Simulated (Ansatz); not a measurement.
**Worked example: correlation energy of SbH2⁺, triplet**

Geometry: that of the SbH2⁺, singlet, kept fixed. The singlet lies 1.5 eV lower here.

| atom | x (Å) | y (Å) | z (Å) |
| --- | --- | --- | --- |
| Sb | 0.0000 | -0.0196 | 0.0000 |
| H | 0.0000 | 1.1863 | -1.2103 |
| H | 0.0000 | 1.1864 | 1.2102 |

Basis def2-SVP with its core potentials; Ansatz 0.2.0. Correlated methods freeze the noble-gas cores and the filled d shells of p-block atoms, which leaves 6 electrons in 27 orbitals. Prefix R: restricted or restricted open-shell reference. No spin–orbit coupling is included; scalar relativity enters through the core potentials alone.

Full CI is exact within this basis and frozen core; it isn't the basis-set limit.

Runs differ by some tens of microhartree through their thresholds and, for an open shell, their frozen cores, so steps under 0.03 kcal/mol mean nothing.

```json
{"level": "RHF", "total energy (hartree)": "-240.049118"}
{"level": "RMP2", "total energy (hartree)": "-240.118567"}
{"level": "RCCSD", "total energy (hartree)": "-240.140220"}
{"level": "RCCSD(T)", "total energy (hartree)": "-240.142289"}
{"level": "RCCSDT", "total energy (hartree)": "-240.142955"}
{"level": "RCCSDT(Q)", "total energy (hartree)": "-240.142988"}
{"level": "full CI", "total energy (hartree)": "-240.142952"}
```

What is the correlation energy at full CI, and what share of it do RMP2 and RCCSD(T) recover?

E(corr) = -240.142952 − (-240.049118) = -0.093834 hartree = -2.553 eV. RMP2: -0.069449 / -0.093834 = 74.01 %. RCCSD(T): -0.093171 / -0.093834 = 99.29 %.

By how many kcal/mol does RCCSD(T) miss full CI (1 hartree = 627.509 kcal/mol), and which steps make up the rest?

-240.142289 − (-240.142952) = 0.000663 hartree = 0.42 kcal/mol. Steps: RCCSDT − RCCSD(T) = -0.42, RCCSDT(Q) − RCCSDT = -0.02, full CI − RCCSDT(Q) = 0.02 kcal/mol. That is within 1 kcal/mol of the reference in this basis, which itself misses far more of the correlation at the basis-set limit.
